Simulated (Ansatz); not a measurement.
Geometry optimisation, RKS PBE0-D4/def2-SVP (Ansatz).

Input file:

```yaml
crystal:
  periodic: [false, false, false]
  atoms:
    - { symbol: Al, position_ang: [0.127548, 0.0, 0.247443] }
    - { symbol: H, position_ang: [0.451178, 0.0, 1.758919] }
    - { symbol: Cl, position_ang: [2.260913, 0.0, -0.139466] }
    - { symbol: Cl, position_ang: [-1.472839, 0.0, -1.077696] }
basis:
  gaussian: { orbitals: def2-SVP }
hamiltonian:
  xc: pbe0
  dispersion: d4
relax:
  f_tol: 0.03
  max_steps: 50
output:
  orbitals: {}
```

Launched with:

```bash
$ ansatz run input.yaml --threads 1 --pin off --max-ram 2048MiB --backend cpu --events-out ev --progress --plain --runs-dir out
```

Problem. Where does it end, and by what steps?

Solution. It converged. After 4 steps the energy has fallen by 0.582 eV; H2 moved furthest, 0.39 Å.

```csv
step,energy less start (eV),largest force component (eV/Å),accepted
0,0.0000,1.913,yes
1,-0.4136,1.050,yes
2,-0.5596,0.990,yes
3,-0.5800,0.129,yes
4,-0.5815,0.025,yes
```

```xyz
4
Properties=species:S:1:pos:R:3
Al 0.320 0.000 0.343
H 0.087 0.000 1.894
Cl 2.253 0.000 -0.460
Cl -1.294 0.000 -0.988
```

Run time: 8.9 s on 1 thread of Arm Neoverse V1, with other jobs on the host, peak memory 0.11 GiB.
